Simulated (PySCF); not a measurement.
**Shieldings and the share of exact exchange**

Molecule: `[AlH2][CH2][SiH3]`, CH7AlSi.

Geometry (Å), atoms numbered from 1 in this order:
```xyz
10

Al    1.7326    0.4528   -0.0231
C     0.1033   -0.6064   -0.2311
Si   -1.3616    0.0186    0.7635
H     2.8079    0.0478    1.0772
H     1.9672    1.7261   -0.9480
H    -0.2012   -0.6085   -1.2932
H     0.2917   -1.6511    0.0733
H    -2.5896   -0.8114    0.5559
H    -1.6894    1.4295    0.3821
H    -1.0432    0.0120    2.2272
```

GIAO shieldings (ppm, equivalent atoms averaged) in PySCF 2.14 on the PBE0-D3(BJ)/def2-SVP geometry, basis pcSseg-2, gas phase, non-relativistic:

| functional | exact exchange (%) | σ(Al1) | σ(Si3) |
| --- | --- | --- | --- |
| BLYP | 0 | 244.7 | 396.0 |
| BP86 | 0 | 251.2 | 406.4 |
| PBE | 0 | 250.6 | 409.0 |
| B3LYP | 20 | 262.1 | 405.9 |
| PBE0 | 25 | 274.0 | 420.5 |
| mPW1PW91 | 25 | 276.3 | 418.1 |
| HF | 100 | 334.9 | 449.6 |

**Question.** Fit each shielding as a line in the percentage of exact exchange.

**Answer.** σ(Al1) = 249.6 + 0.86 x (rms 3.5 ppm); σ(Si3) = 403.8 + 0.46 x (rms 5.1 ppm). The functionals also differ in their semilocal parts, which the line can't hold; Hartree–Fock has no correlation at all.

**Question.** What does the line predict for BHandHLYP (50 %), and what does the run give?

**Answer.** σ(Al1): 292.6 predicted, 287.2 computed; σ(Si3): 426.8 predicted, 420.9 computed ppm.
